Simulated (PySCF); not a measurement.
These are PBE-D3(BJ)/def2-TZVP // PBE0-D4/def2-TZVP (PySCF) values and carry that method's errors. Gas-phase values, no solvent. Delta-SCF ions had no search for a lower state. 

Reference species (SMILES): `CCl` (neutral, multiplicity 1).

```json
{
  "vertical ionisation energy (Delta-SCF)": "11.07 eV",
  "HOMO–LUMO gap": "6.75 eV"
}
```

Changed species: `ClCCl` (2 of 4 Cl replaced by H; the reference has 3 of 4 Cl replaced by H).

### Question
Give the shifts of the vertical ionisation energy (Delta-SCF) and HOMO–LUMO gap.

### Answer
the vertical ionisation energy (Delta-SCF) falls by 0.47 eV, to 10.60 eV; the HOMO–LUMO gap decreases by 0.60 eV, to 6.15 eV.
